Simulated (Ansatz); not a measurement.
Input file:

```yaml
crystal:
  periodic: [false, false, false]
  atoms:
    - {symbol: Al, position_ang: [0.000000, 0.000000, 1.587667]}
    - {symbol: N, position_ang: [0.000000, 0.000000, -0.204933]}
    - {symbol: C, position_ang: [0.000000, 0.000000, -1.382733]}
basis:
  gaussian: {orbitals: cc-pVDZ}
magnetization: {spin_polarized: false}
correlation: {method: mp2, electrons: outside_noble_gas}
output: {forces: true}
```

```sh
$ ansatz run in.yaml --threads 1 --pin off --events-out ev --progress --plain --max-ram 2393MiB
```

Problem. Roughly how long does this take on 1 thread of Arm Neoverse V1, shared host, and how much host memory?

Solution. 0.55 s wall and 0.08 GiB.

```
453 factors; integrals over basis functions are off by at most 9.7e-4 eV
mean field evaluation 1: about -9093.5878 eV, gradient 2.6e1 eV
mean field evaluation 2: about -9093.5912 eV, gradient 2.6e1 eV
mean field evaluation 4: about -9095.1966 eV, gradient 2.9e0 eV
mean field evaluation 8: about -9095.2234 eV, gradient 5.3e-5 eV
mean field -9095.22338501 eV, -334.2432944354 hartree, gradient 1.5e-6 eV, S^2 0.000000; 0 other end points of the search recorded, 0 dependent functions left out
7 core orbitals not correlated: weight in the atoms' cores, before any rotation towards them, 1.000 or more for the frozen orbitals, at most 0.000 for the correlated occupied ones
reference -9095.22338501 eV, -334.2432944354 hartree; 6, 6 occupied and 33, 33 virtual orbitals, 453 factors
second order -8.17119717 eV of doubles, -0.00000000 eV of singles
the calculation of the forces begins
Total energy: -9103.39458218 eV, -334.5435803926 hartree
Atom 0 at     0.000000     0.000000     1.587667 Å, force     0.000000    -0.000000     2.124872 eV/Å
Atom 1 at     0.000000     0.000000    -0.204933 Å, force     0.000000    -0.000000     0.758812 eV/Å
Atom 2 at     0.000000     0.000000    -1.382733 Å, force    -0.000000     0.000000    -2.883684 eV/Å
Dipole moment:    -0.000000    -0.000000     0.515815 e Å
```

Forces (eV/Å):
```
Al   0.000  0.000  2.125
N    0.000  0.000  0.759
C    0.000  0.000 -2.884
```
